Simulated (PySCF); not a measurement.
Molecule: Hydroxyfluoroborane, BFH2O.

Mapped SMILES: `[OH:1][BH:2][F:3]` (H(Xn): hydrogen on atom n).

Spin–spin couplings on one PBE0-D3(BJ)/def2-SVP geometry, PySCF 2.14, gas phase, non-relativistic, equivalent pairs averaged; isotopes 11B, 1H, 17O, 19F; basis pcJ-1.

**Question.** How do the couplings (Hz) change with the functional? Times are CPU seconds on shared hosts with different chips, so compare them loosely.

**Answer.** 
```
functional  functions  1J(B2,H(B2))  1J(O1,H(O1))  1J(O1,B2)  1J(B2,F3)  2J(F3,H(B2))  2J(O1,F3)  2J(B2,H(O1))  core-s
        HF        101         198.4        -115.7      -31.4        8.3         105.3      -42.1          -6.8     1.1
       LDA        101         146.7         -73.1       -6.9     -164.1          86.8       -8.3           1.1       2
       PBE        101         172.5         -75.3       -9.5     -160.1          96.0      -14.9           0.8       3
       KT2        101         185.8         -76.5       -2.7     -192.6         108.4       -6.5           0.7       3
     B3LYP        101         185.1         -86.0      -14.1     -124.8         102.0      -21.8          -0.2     5.5
      PBE0        101         175.1         -82.5      -13.8     -123.5          95.2      -20.4          -0.6     2.7
     B97-2        101         176.9         -82.3      -15.0     -117.2          91.1      -17.6          -0.9     2.5
 BHandHLYP        101         192.8         -97.1      -20.1      -77.6         105.8      -30.0          -2.1     2.7
 CAM-B3LYP        101         183.0         -87.0      -15.2     -115.7         101.7      -23.0          -0.3     3.2
```
